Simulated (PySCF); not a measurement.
H2P, SMILES [PH2], multiplicity 2.

Geometry: ωB97X-D3(BJ)/def2-TZVPD. The isomer is the one that the SMILES or the coordinates give; other isomers of the formula were not compared.

Calculation: TDA-M06-2X/def2-TZVPD run with PySCF.

Vertical excitations. The molecule is in vacuum.

```csv
state,energy (eV),λ (nm),f,main pairs
root 1,2.59,479,0.005,β HOMO→LUMO 97 %
root 2,5.00,248,0.000,"α HOMO→LUMO+1 14 %, β HOMO−1→LUMO 83 %"
root 3,5.41,229,0.000,"α HOMO→LUMO+1 82 %, β HOMO−1→LUMO 15 %"
root 4,5.85,212,0.029,α HOMO→LUMO 94 %
root 5,6.61,188,0.001,"α HOMO−1→LUMO+1 34 %, β HOMO→LUMO+2 59 %"
root 6,7.18,173,0.061,β HOMO→LUMO+1 93 %
root 7,7.44,167,0.149,α HOMO→LUMO+2 91 %
root 8,7.79,159,0.080,"α HOMO−1→LUMO 80 %, β HOMO→LUMO+3 5 %"
root 9,7.99,155,0.007,"α HOMO→LUMO+5 47 %, α HOMO−1→LUMO+1 36 %, β HOMO→LUMO+2 13 %"
root 10,8.15,152,0.018,α HOMO→LUMO+4 98 %
```
Unrestricted roots are not spin-pure.
